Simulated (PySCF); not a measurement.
Molfile (atoms numbered from 1):
```
C2H
     RDKit          3D

  3  2  0  0  0  0  0  0  0  0999 V2000
    1.1912    0.1725    0.0006 C   0  0  0  0  0  0  0  0  0  0  0  0
   -0.0542    0.0648   -0.0158 C   0  0  0  0  0  0  0  0  0  0  0  0
   -1.1305   -0.0292   -0.0298 H   0  0  0  0  0  0  0  0  0  0  0  0
  1  2  3  0
  2  3  1  0
M  CHG  1   1  -1
M  END
```

Geometry: PBE0-D3(BJ)/def2-SVP; GIAO absolute shieldings from PySCF, gas phase, non-relativistic, averaged over equivalent atoms.

At PBE0/pcSseg-1 (39 basis functions, 1.7 s wall time on 1 thread of an Intel Xeon Platinum 8259CL, shared host):
```tsv
atoms	σ (ppm)
C1	3.2
C2	110.3
H3	30.40
```

Question: Estimate the result of repeating the calculation with wB97X-D/pcSseg-2.

Answer: 
```json
{"atoms": "C1", "σ at wB97X-D/pcSseg-2": "8.9", "change": "+5.7"}
{"atoms": "C2", "σ at wB97X-D/pcSseg-2": "102.7", "change": "-7.6"}
{"atoms": "H3", "σ at wB97X-D/pcSseg-2": "30.58", "change": "+0.18"}
```

The largest change is at C2 (terminal alkyne carbon). Cost: 86 basis functions, 2 s wall time on 1 thread of an Intel Xeon Platinum 8259CL, shared host.
